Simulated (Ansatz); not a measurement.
Results of RPBE (Ansatz, an electronic-structure program, PAW) for CsCl-type TlCl.

Numerical settings: plane-wave cutoff 520 eV, 10×10×10 k mesh, Fermi–Dirac smearing 0.01 eV, scalar-relativistic PAW data made under PBE.

The cell has the measured lattice: a = 3.8416 Å, b = 3.8416 Å, c = 3.8416 Å, α = 90.00°, β = 90.00°, γ = 90.00°.

Problem. Give the computed band gap and direct gap at Γ.

Solution. 
- band gap = 2.25 eV
- direct gap at Γ = 9.38 eV

Note: cell and atoms aren't relaxed at this level (pressure 3.3 GPa).

Spin–orbit coupling is not included; with these elements it can move the gap by several tenths of an eV or more.

The computed numbers hold no vibrational or temperature effects.
